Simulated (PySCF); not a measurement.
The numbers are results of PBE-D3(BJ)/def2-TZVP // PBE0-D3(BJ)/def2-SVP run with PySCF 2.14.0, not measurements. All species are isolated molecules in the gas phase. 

Reference species (SMILES): `N` (neutral, multiplicity 1).

```yaml
dipole_moment: 1.75 D
HOMO–LUMO gap: 6.26 eV
HOMO: -6.07 eV
```

After one change: the dipole moment drops by 0.69 D; the HOMO–LUMO gap rises by 0.14 eV; the HOMO rises by 0.22 eV.

### Question
Which change was made? The new species is one of these.
(A) `COC`
(B) `O`
(C) `CSC`
(D) `c1ccncc1`

### Answer
A, `COC`
